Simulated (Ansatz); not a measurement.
## Ansatz (development build ahead of 0.2.0) run

```yaml
crystal:
  periodic: [false, false, false]
  atoms:
    - { symbol: Si, position_ang: [0.00032, 0.00253, -0.08422] }
    - { symbol: H, position_ang: [-0.04831, 1.08354, 0.94131] }
    - { symbol: H, position_ang: [-0.02745, -1.12933, 0.91359] }
basis:
  gaussian: { orbitals: aug-cc-pVDZ }
hamiltonian:
  xc: hf
correlation:
  method: mp2
  frozen_orbitals: { H: 0, Si: 5 }
```

The input is written out in the form of the current development build from the run's settings.

Results

```json
{
  "Converged": "yes",
  "Reference energy": "-290.01886 hartree",
  "Correlation energy": "-0.09236 hartree",
  "Total energy": "-290.11121 hartree",
  "Spin squared of the determinant": "0.000"
}
```
